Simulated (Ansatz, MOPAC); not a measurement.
Species: methylidyne radical, CH, net charge 0, doublet state. SMILES: [CH]

Atoms: C1, H2. Bonds: C1-H2.

Bond lengths (Å) and angles (degrees) optimised at AM1 with MOPAC; MNDO with MOPAC; HF/3-21G with Ansatz (an electronic-structure program); B3LYP/LANL2DZ with Ansatz; B3LYP/6-31G* with Ansatz; MP2/6-31G* with Ansatz, each started from the B3LYP-D3(BJ)/def2-TZVP structure (Ansatz) of the last column. A row stands for all coordinates that are equal there. 6-31G* holds six Cartesian d functions.

```csv
coordinate,AM1,MNDO,HF/3-21G,B3LYP/LANL2DZ,B3LYP/6-31G*,MP2/6-31G*,B3LYP-D3(BJ)/def2-TZVP
C1-H2,1.105,1.098,1.110,1.150,1.133,1.118,1.124
```

Mean signed difference of all 1 bond lengths from B3LYP-D3(BJ)/def2-TZVP: AM1 -0.018 Å, MNDO -0.026 Å, HF/3-21G -0.013 Å, B3LYP/LANL2DZ 0.027 Å, B3LYP/6-31G* 0.010 Å, MP2/6-31G* -0.006 Å.
